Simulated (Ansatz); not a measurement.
# BH2Cl+ (doublet): the correlation ladder, cc-pVTZ

How much of the correlation energy of BH2Cl+ (doublet) does each wave-function method recover here?

Computed with Ansatz 0.2.0, Gaussian basis. Level: cc-pVTZ, core rule «outside noble gas», up to 6 orbitals frozen.

To be run: UHF; CCSD(T) on ROHF; CCSD(T) on UHF; BCCD(T) on ROHF; CCSDT(Q) on ROHF; CCSDT(Q) on UHF.

7 further runs of the same task are left out: 4 for a known fault of the program, 3 set aside as unsound or not needed.

### 1 The geometry

The geometry is a PBE0/def2-TZVP stationary point (not a proven minimum) of the parent state, kept for this charge and spin.

4 atoms, charge 1, spin multiplicity 2.

Atoms are counted from 1 here; the program's logs count them from 0.

Bond lengths: B1–Cl2 1.733 Å, B1–H3 1.190 Å, B1–H4 1.190 Å. Angles: Cl2–B1–H3 118.1°, Cl2–B1–H4 118.1°, H3–B1–H4 123.8°.

### 2 UHF

in.yaml reads:

```yaml
crystal:
  periodic: [false, false, false]
  atoms:
    - {symbol: B, position_ang: [0.000000, 0.000000, 1.249289]}
    - {symbol: Cl, position_ang: [0.000000, 0.000000, -0.483890]}
    - {symbol: H, position_ang: [0.000000, 1.049651, 1.810265]}
    - {symbol: H, position_ang: [0.000000, -1.049651, 1.810265]}
basis:
  gaussian: {orbitals: cc-pVTZ}
total_charge: 1
magnetization: {spin_polarized: true, initial_magnetization: 1}
hamiltonian: {xc: hf}
output: {orbitals: {seedname: orbitals}}
```

Run with:

```sh
> ansatz run in.yaml --threads 1 --pin off --events-out ev --progress --plain --max-ram 4096MiB --backend cpu
```

Further steps of the session: CCSD(T) on ROHF; CCSD(T) on UHF; BCCD(T) on ROHF; CCSDT(Q) on ROHF; CCSDT(Q) on UHF.

Q: Predict the results of all the runs planned. Wanted: UCCSDT(Q) below the RHF energy; RMP2 from UCCSDT(Q); UMP2 from UCCSDT(Q); RCCSD from UCCSDT(Q); RCCSD(T) from UCCSDT(Q); UCCSD(T) from UCCSDT(Q); RCCSDT(Q) from UCCSDT(Q); T1 diagnostic.

As calculated:

| quantity | value |
| --- | --- |
| UCCSDT(Q) below the RHF energy | -8.5782 eV |
| RMP2 from UCCSDT(Q) | +1441.2 meV |
| UMP2 from UCCSDT(Q) | +1458.8 meV |
| RCCSD from UCCSDT(Q) | +388.4 meV |
| RCCSD(T) from UCCSDT(Q) | +64.2 meV |
| UCCSD(T) from UCCSDT(Q) | +64.7 meV |
| RCCSDT(Q) from UCCSDT(Q) | +2.7 meV |
| levels within 1 kcal/mol (43 meV) | RCCSDT, UCCSDT, RCCSDT(Q) |
| T1 diagnostic | 0.047 |

What this shows: RCCSD(T) misses by +64.2 meV, 0.7 % of the correlation energy. These misses are within one basis, not against nature; the frozen cores of restricted and unrestricted runs differ, which can shift their rows.
